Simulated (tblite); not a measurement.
C2H4NO (doublet state).
Numbering: `[H]/[N:1]=[CH:2]\[CH2:3][O:4]` (hydrogens: H5 on N1; H6 on C2; H7, H8 on C3)

Structure optimised with GFN2-xTB, isolated species. This method treats the open shell by occupation alone, without spin polarisation.

**Question.** List the bond lengths, angles and torsions at this level.

**Answer.** 
| bond | length (Å) |
| --- | --- |
| N1=C2 | 1.230 |
| C2–C3 | 1.579 |
| C3–O4 | 1.288 |
| N1–H5 | 1.014 |
| C2–H6 | 1.082 |
| C3–H7, C3–H8 | 1.116 |

Bonds in one row agree within 0.01 Å and their mean is given. A selection of angles:
| angle | degrees |
| --- | --- |
| C2–N1–H5 | 120.6 |
| N1–C2–C3 | 127.6 |
| N1–C2–H6 | 120.4 |
| C3–C2–H6 | 112.0 |
| C2–C3–O4 | 114.8 |
| C2–C3–H7 | 100.1 |
| O4–C3–H7 | 115.0 |
| H7–C3–H8 | 109.8 |

Torsions: N1–C2–C3–O4 0° (synperiplanar); H5–N1–C2–C3 0° (synperiplanar).

Of the pairs four or more bonds apart, O4···H5 is among the closest relative to their van der Waals radii: 2.61 Å, 96 % of the sum of Bondi's values. The 4 heavy atoms lie in one plane (0.000 Å rms). C2 (carbon bonded to C, N and H) is planar (angles 127.6°, 120.4° and 112.0°, sum 360.0°, 0.00 Å off the plane of its three neighbours).

Point group: Cs (every atom within 0.08 Å of its image). Its GFN2-xTB frequencies are all real (lowest 126 cm⁻¹).

One conformer stands for the species.

The numbers are calculated, not measured.
